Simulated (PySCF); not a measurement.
# C2HFN2S: the cost of one run

Programs: PySCF 2.14.0, with routines of our own; each step states its level. All values are computed. Atoms count from 0.

## 1. The system as given

7 atoms, charge 0, multiplicity 1; geometry from: GFN2-xTB.

## 2. Optimising the geometry at PBE0/def2-SVPD

The job: settings as JSON, then the geometry in Å.

```
{"job": {"xc": "PBE0", "basis": "def2-SVPD", "grid": 1, "kind": "geom"}, "charge": 0, "multiplicity": 1}
F      2.372600     0.340077     0.630635
C      1.110342     0.089282     0.400868
N      0.561645    -1.053488     0.574201
N     -0.725661    -1.050859     0.271298
C     -1.164741     0.081349    -0.131741
S      0.031667     1.344160    -0.184591
H     -2.182518     0.254383    -0.416787
```

Started as:

```
$ OMP_NUM_THREADS=1 python excited_run.py task.json out
```

The driver reads the jobs from task.json and runs them one after another.

Q: Estimate the wall time and peak memory of this first job on 1 thread of Arm Neoverse N1, shared host.

About 28 s, with a peak of 0.58 GiB.
